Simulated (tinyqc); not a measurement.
UKS/LDA (PW92) in the sto-3g basis, for OH+, spin multiplicity 3, step by step. Computed by tinyqc, a small Python program that keeps every step (integrals from PySCF). Settings: charge = 1, multiplicity = 3, basis = sto-3g, energy threshold = 1e-10, iteration cap = 81, orthogonalisation = canonical, start = Wolfsberg-Helmholz matrix, DIIS depth = 0, method = UKS, functional = lda,pw, grid = [20, 50]. Command: `OMP_NUM_THREADS=1 python tinyqc.py 28773 28774 out.jsonl` (the two numbers bound the seeds that draw the settings). One thread of a shared host (Intel(R) Xeon(R) Processor @ 2.60GHz), about 1 s of CPU time with the checks.

Geometry (angstrom):
```
atom,x,y,z
O,0.00000,0.00000,0.00000
H,0.00000,0.00000,1.40100
```

Stop when the energy changes by less than 1e-10 hartree and every element of the error matrix X^T (F D S - S D F) X (for each spin) is below 3e-06.

Course of the cycle:
```
iteration,E (hartree),change,largest element of the error matrix
1,-73.5526585,-,1.41e-01
2,-73.4822557,7.04e-02,2.06e-01
3,-73.5616074,-7.94e-02,1.10e-01
4,-73.4222696,1.39e-01,2.28e-01
5,-73.5470657,-1.25e-01,1.16e-01
6,-73.4114936,1.36e-01,2.32e-01
7,-73.5448981,-1.33e-01,1.17e-01
8,-73.4102389,1.35e-01,2.32e-01
9,-73.5446504,-1.34e-01,1.17e-01
10,-73.4101007,1.35e-01,2.32e-01
11,-73.5446232,-1.35e-01,1.17e-01
12,-73.4100856,1.35e-01,2.32e-01
13,-73.5446202,-1.35e-01,1.17e-01
14,-73.4100839,1.35e-01,2.32e-01
...,...,...,...
68,-73.4100837,1.35e-01,2.32e-01
69,-73.5446198,-1.35e-01,1.17e-01
70,-73.4100837,1.35e-01,2.32e-01
71,-73.5446198,-1.35e-01,1.17e-01
72,-73.4100837,1.35e-01,2.32e-01
73,-73.5446198,-1.35e-01,1.17e-01
74,-73.4100837,1.35e-01,2.32e-01
75,-73.5446198,-1.35e-01,1.17e-01
76,-73.4100837,1.35e-01,2.32e-01
77,-73.5446198,-1.35e-01,1.17e-01
78,-73.4100837,1.35e-01,2.32e-01
79,-73.5446198,-1.35e-01,1.17e-01
80,-73.4100837,1.35e-01,2.32e-01
81,-73.5446198,-1.35e-01,1.17e-01
```

Can the last value be used, and what does the course show?

Not by the stop rule. Not converged within the cap of 81 iterations: the residual has stopped falling: the iteration swings between two states. Reruns (cap 100 unless said): DIIS 8: converged in 8; damping 0.5: converged in 32; level shift 0.5: converged in 30; atomic densities as start, DIIS 8: converged in 9; the original settings with a cap of 400: not converged. PySCF UKS in the same basis, fine grid, after a stability check = -73.6873384 hartree, which differs from a converged run on this coarse grid by the grid error.
